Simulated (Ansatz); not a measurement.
Geometry optimisation, RKS revPBE/def2-SVP (Ansatz 0.2.0).

input.yaml

```yaml
crystal:
  periodic: [false, false, false]
  atoms:
    - { symbol: Al, position_ang: [0.0, 0.0, 0.0] }
    - { symbol: H, position_ang: [0.0, 0.0, 1.56] }
    - { symbol: C, position_ang: [1.706, 0.0, -0.985] }
    - { symbol: H, position_ang: [2.0356, -1.0462, -1.1552] }
    - { symbol: H, position_ang: [1.5695, 0.508, -1.9624] }
    - { symbol: H, position_ang: [2.4756, 0.5381, -0.3932] }
    - { symbol: "N", position_ang: [-1.6627, 0.0, -0.96] }
    - { symbol: H, position_ang: [-2.3316, -0.8164, -0.8614] }
    - { symbol: H, position_ang: [-1.9118, 0.8164, -1.5886] }
basis:
  gaussian: { orbitals: def2-SVP }
hamiltonian:
  xc: revpbe
relax:
  f_tol: 0.02
  max_steps: 40
```

Run as:

```bash
$ ansatz run input.yaml --threads 1 --pin off --max-ram 2048MiB --backend cpu --events-out ev --progress --plain --runs-dir out
```

Where does it end, and by what steps?

The forces met the threshold. The force dipped under the threshold on the way, but the program's further checks kept it going. After 10 steps the energy has fallen by 0.639 eV; H8 moved furthest, 0.88 Å.

| step | energy less start (eV) | largest force component (eV/Å) | accepted |
| --- | --- | --- | --- |
| 0 | 0.0000 | 1.609 | yes |
| 1 | -0.3004 | 1.092 | yes |
| 2 | -0.4722 | 1.076 | yes |
| 3 | -0.5802 | 0.373 | yes |
| 4 | -0.6291 | 0.180 | yes |
| 5 | -0.6365 | 0.034 | yes |
| 6 | -0.6373 | 0.063 | yes |
| 7 | -0.6381 | 0.039 | yes |
| 8 | -0.6386 | 0.010 | yes |
| 9 | -0.6388 | 0.067 | yes |
| 10 | -0.6390 | 0.010 | yes |

```xyz
9
Properties=species:S:1:pos:R:3
Al -0.025 -0.162 -0.041
H -0.128 -0.550 1.512
C 1.685 0.067 -1.004
H 2.264 -0.884 -1.013
H 1.557 0.390 -2.058
H 2.331 0.818 -0.498
N -1.589 0.058 -0.897
H -2.511 -0.046 -0.464
H -1.704 0.308 -1.883
```

Run time: 38 s on 1 thread of Arm Neoverse N1 (shared host), peak memory 0.13 GiB.
